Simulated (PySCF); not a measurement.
# Ionisation energy of Mg by level of theory

Mg [Ne] 3s2 (1S) → Mg⁺ [Ne] 3s1 (2S), as a difference of total energies. All numbers are calculated (PySCF 2.14, no relativity, point nucleus, in aug-cc-pCVDZ (6s5p3d, 36 functions)). Correlated levels: valence and next inner shell: 1s2 frozen. The calculations carry no spin-orbit coupling.

```
                                method  ionisation energy (eV)
                                   UHF                   6.619
    MP2 (valence and next inner shell)                   7.267
SCS-MP2 (valence and next inner shell)                   7.370
   CCSD (valence and next inner shell)                   7.528
CCSD(T) (valence and next inner shell)                   7.546
```

How much does correlation contribute at CCSD(T) (valence and next inner shell)?

7.546 − (6.619) = 0.927 eV, measured against UHF.

Errors of the correlated levels include the incompleteness of this basis and the frozen core.

For comparison: 7.646 eV (measured; NIST Atomic Spectra Database, ionization energies).
